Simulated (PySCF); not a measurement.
**`C[O+](C)C`: 4 charge schemes on one density**

Species: C3H9O (charge +1).
Z-matrix (Å and degrees, PBE0-D3(BJ)/def2-SVP geometry), rows numbered from 1:
```
C 
O   1  1.4595
C   2  1.4604  1  115.27
C   2  1.4591  1  115.32  3  -138.33
H   1  1.0991  2  109.26  3    69.20
H   1  1.0951  2  106.64  3  -169.85
H   1  1.0950  2  106.64  3   -51.80
H   3  1.0951  2  106.63  1    51.96
H   3  1.0992  2  109.24  1   -69.03
H   3  1.0951  2  106.64  1   170.04
H   4  1.0993  2  109.28  1    68.11
H   4  1.0950  2  106.65  1  -170.96
H   4  1.0955  2  106.65  1   -52.90
```

Density: PBE0/pcSseg-1 (PySCF); schemes: Mulliken, IAO, Hirshfeld and ESP-fitted. Isolated species at its PBE0-D3(BJ)/def2-SVP geometry, gas phase.

Problem. Atoms with like bonding are taken together and averaged. Do the Mulliken, IAO, Hirshfeld and ESP-fitted schemes agree on where the charge is highest?

Solution. All schemes agree: Mulliken H5 (×9) (+0.184); IAO H5 (×9) (+0.193); Hirshfeld H5 (×9) (+0.092); ESP-fitted H5 (×9) (+0.222).

Problem. For which atoms does the sign change between the 4 schemes (beyond +0.03 e in one, beyond −0.03 e in another)?

Solution. O2.

Problem. Do the Mulliken, IAO, Hirshfeld and ESP-fitted schemes agree on where the charge is lowest?

Solution. The schemes don't all agree: Mulliken O2 (-0.492); IAO C1/C3/C4 (-0.217); Hirshfeld C1/C3/C4 (+0.029); ESP-fitted C1/C3/C4 (-0.367).

Problem. Give the atomic charges in each scheme.

Solution. In e; atoms taken as equivalent share a row and are averaged (×n: the atom named and its like, n in all):

| atom | environment | Mulliken | IAO | Hirshfeld | ESP-fitted |
| --- | --- | --- | --- | --- | --- |
| C1/C3/C4 | O-methyl carbon | -0.055 | -0.217 | +0.029 | -0.367 |
| O2 | oxonium oxygen | -0.492 | -0.089 | +0.089 | +0.106 |
| H5 (×9) | methyl hydrogen | +0.184 | +0.193 | +0.092 | +0.222 |

Mean size of the charges over all atoms: ESP-fitted 0.247 e, IAO 0.191 e, Mulliken 0.178 e, Hirshfeld 0.077 e. Each set sums to the total charge, 1, to within 0.001 e. The ESP scheme is a least-squares fit of atom-centred charges to the potential on four shells outside the van der Waals surface, with the total charge fixed.

Problem. Sum the charges by element, for elements with more than one atom.

Solution. 
```tsv
element	atoms	Mulliken	IAO	Hirshfeld	ESP-fitted
C	3	-0.164	-0.650	+0.087	-1.103
H	9	+1.656	+1.739	+0.824	+1.996
```

Problem. How many electrons does the ESP-fitted scheme count on C1?

Solution. Its own charge is -0.371 e, so Z − q = 6.372.
